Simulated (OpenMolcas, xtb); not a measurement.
How methods differ on AlNH2Cl (SMILES [NH2][Al][Cl])

The species is AlNH2Cl (5 atoms), meant as a doublet with charge 0. As SMILES, `[NH2][Al][Cl]`. The coordinates come from a PBE0-D4/def2-TZVP relaxation. This is one conformer, not always the lowest.

```xyz
5

N    -0.5494    0.4617   -0.2320
Al    0.4026   -0.2916    1.0491
Cl    1.9070   -1.6497    0.4408
H    -1.2936    1.1233   -0.0835
H    -0.4166    0.2827   -1.2159
```

Each level gives the dipole moment (D). The values are calculated.

```tsv
level	kind	program	value (D)	CPU time
GFN1-xTB	semi-empirical	xtb	4.03	under 2 s
UHF/aug-cc-pVDZ	Hartree–Fock	OpenMolcas	2.40	8.9 s
USVWN5/aug-cc-pVDZ	LDA	OpenMolcas	2.30	19 s
UBLYP/aug-cc-pVDZ	GGA	OpenMolcas	2.25	33 s
UM06-L/aug-cc-pVDZ	meta-GGA	OpenMolcas	2.37	42 s
UBHLYP/aug-cc-pVDZ	global hybrid	OpenMolcas	2.37	32 s
```

The values span 2.25 to 4.03 D. Times are those of the runs behind each value, whatever else they computed, on shared processors of several kinds: orders of magnitude only.
